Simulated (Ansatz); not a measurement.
Zinc-blende HgTe, treated with PBE (PAW; Ansatz, a program for electronic structure).

Numerical settings: plane-wave cutoff 520 eV, 10×10×10 k mesh, Fermi–Dirac smearing 0.01 eV, scalar-relativistic PAW data made under PBE.

Cell (relaxed at this level):

```
HgTe
1.0
    0.00000     3.32524     3.32524
    3.32524     0.00000     3.32524
    3.32524     3.32524     0.00000
Hg Te
1 1
Direct
  0.00000   0.00000   0.00000
  0.25000   0.25000   0.25000
```

Predict the bulk modulus B0 and pressure derivative B′ of the bulk modulus.


bulk modulus B0: 34.2 GPa
pressure derivative B′ of the bulk modulus: 5.2

The run finds no gap.

Measured, for comparison: bulk modulus 42.3 GPa (temperature not stated, no zero-point or thermal correction; as tabulated in Toher et al. (2017), arXiv:1611.05714). Computed (rounded) less measured: bulk modulus -19 %.

Spin–orbit coupling is not included; it can open a gap where bands touch, and shift volumes and moduli.

Static lattice: no zero-point or thermal effects.
